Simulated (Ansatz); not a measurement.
We consider A-type hexagonal La₂O₃, described by LDA (plane waves, PAW; Ansatz, a first-principles code).

Settings: plane-wave cutoff 520 eV, 6×6×4 k mesh (along the axes of the cell as run), perturbation theory, scalar-relativistic PAW data made under PBE.

Cell (measured lattice):

```cif
data_La2O3
_chemical_formula_sum 'La2 O3'
_space_group_name_H-M_alt 'P-3m1'
_space_group_IT_number 164
_space_group_name_Hall '-P 3 2"'
_cell_length_a 3.93400
_cell_length_b 3.93400
_cell_length_c 6.13000
_cell_angle_alpha 90.000
_cell_angle_beta 90.000
_cell_angle_gamma 120.000
loop_
_atom_site_label
_atom_site_type_symbol
_atom_site_symmetry_multiplicity
_atom_site_Wyckoff_symbol
_atom_site_fract_x
_atom_site_fract_y
_atom_site_fract_z
_atom_site_occupancy
La1 La 2 d 0.33333 0.66667 0.24824 1
O1 O 1 a 0.00000 0.00000 0.00000 1
O2 O 2 d 0.66667 0.33333 0.35561 1
```

### Question
Estimate the high-frequency dielectric constant (mean over three axes) and static dielectric constant (mean over three axes) that the calculation returns.

### Answer

high-frequency dielectric constant (mean over three axes): 4.82
static dielectric constant (mean over three axes): 32.6

Note: the cell isn't this level's own, so it is under some stress, which shifts stiffness and frequencies.

Spin–orbit coupling is not included.
